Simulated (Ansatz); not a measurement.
BiOCl (P4/nmm, No. 129), treated with r²SCANh (Ansatz, a program for electronic structure, plane waves, PAW).

Run with plane-wave cutoff 520 eV, 6×6×4 k mesh (along the axes of the cell as run), Fermi–Dirac smearing 0.01 eV, scalar-relativistic PAW data made under PBE.

Cell (measured lattice):

```yaml
crystal:
  lattice:
    - [3.88551, 0.00000, 0.00000]
    - [0.00000, 3.88551, 0.00000]
    - [0.00000, 0.00000, 7.34890]
  atoms:
    - { symbol: Bi, position: [0.50000, 0.00000, 0.32904] }
    - { symbol: Bi, position: [0.00000, 0.50000, 0.67096] }
    - { symbol: Cl, position: [0.00000, 0.50000, 0.14720] }
    - { symbol: Cl, position: [0.50000, 0.00000, 0.85280] }
    - { symbol: O, position: [0.00000, 0.00000, 0.50000] }
    - { symbol: O, position: [0.50000, 0.50000, 0.50000] }
```

Task: Predict the band gap, smallest direct gap on the k points sampled and Γ–Γ gap.

Result: 
band gap: 3.65 eV
smallest direct gap on the k points sampled: 4.14 eV
Γ–Γ gap: 5.01 eV

Note: cell and atoms aren't relaxed at this level (largest force component 0.21 eV/Å, pressure 0.3 GPa).

Spin–orbit coupling is not included; with these elements it can move the gap by several tenths of an eV or more.

The computed numbers hold no vibrational or temperature effects.
